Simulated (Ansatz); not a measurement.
System: bcc Mo. Method: HSE06-D3(BJ) in Ansatz (PAW).

Run with plane-wave cutoff 460 eV, 14×14×14 k mesh, Fermi–Dirac smearing 0.05 eV, no spin polarisation, scalar-relativistic PAW data made under PBE.

Computed at the level's own relaxed cell.

Problem. Estimate the volume per atom, bulk modulus B0, lattice parameter a and pressure derivative B′ of the bulk modulus that the calculation returns.

Solution. 
* **volume per atom**: 14.88 Å³/atom
* **bulk modulus B0**: 318 GPa
* **lattice parameter a**: 3.099 Å
* **pressure derivative B′ of the bulk modulus**: 4.1

Measured, for comparison: equilibrium volume per atom 15.49 Å³/atom, lattice constant a 3.141 Å (static lattice: zero-point anharmonic expansion removed; as tabulated in Mejia-Rodriguez and Trickey (2018), arXiv:1807.09216); bulk modulus 265 GPa (zero-point energy and finite temperature contributions removed, our sources range from 265 to 278; as tabulated in doi:10.1021/acs.jctc.3c00612). Computed (rounded) less measured: equilibrium volume per atom -3.9 %, bulk modulus +20 % (+14 % to +20 % over the range), lattice constant a -1.3 %.

Computing time: very roughly 21 core-minutes.

Ansatz is a first-principles code.
